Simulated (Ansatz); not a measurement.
```yaml
crystal:
  periodic: [false, false, false]
  atoms:
    - {symbol: C, position_ang: [-1.441122, -1.169896, 0.601934]}
    - {symbol: C, position_ang: [-0.089481, -0.779775, 0.030455]}
    - {symbol: C, position_ang: [0.125162, 0.717786, 0.009824]}
    - {symbol: F, position_ang: [-0.882283, 1.316730, -0.735711]}
    - {symbol: C, position_ang: [1.450687, 1.096286, -0.590939]}
    - {symbol: F, position_ang: [1.699496, 2.440354, -0.419610]}
    - {symbol: H, position_ang: [-1.570565, -2.253612, 0.592010]}
    - {symbol: H, position_ang: [-1.543455, -0.829627, 1.635787]}
    - {symbol: H, position_ang: [-2.251274, -0.726403, 0.021567]}
    - {symbol: H, position_ang: [0.014630, -1.163213, -0.990497]}
    - {symbol: H, position_ang: [0.714410, -1.230074, 0.621918]}
    - {symbol: H, position_ang: [0.054525, 1.135230, 1.021690]}
    - {symbol: H, position_ang: [2.255059, 0.534781, -0.105295]}
    - {symbol: H, position_ang: [1.451411, 0.882334, -1.664233]}
basis:
  gaussian: {orbitals: def2-TZVPD, point_charges: [{charge: 1.00, position_ang: [5.050, 0.597, -0.228]}]}
hamiltonian: {xc: {name: HF}}
correlation: {method: mp2, electrons: all}
smearing: {width: 0.1}
output: {forces: true}
```

```sh
$ ansatz run in.yaml --threads 4 --pin off --events-out ev --progress --plain --max-ram 11315MiB
```

It prints (some lines left out):

```
Error: YAML parse error: error: line 22 column 1: unknown field `smearing`, expected one of crystal, accuracy, basis, kpoints, hamiltonian, magnetization, projection, total_charge, correlation, batch, efield, external_charges, scf, relax, neb, saddle, md, ramp, phonons, dielectric, real_time, elastic, magnetic_configurations, gw, evaluate, workflow, output, checkpoint, execution
20 | hamiltonian: {xc: {name: HF}}
21 | correlation: {method: mp2, electrons: all}
22 | smearing: {width: 0.1}
23 | output: {forces: true}
```

(1) What is wrong with this run?

Results:

(1) The input holds a key that doesn't belong there. The input was rejected before any iteration.
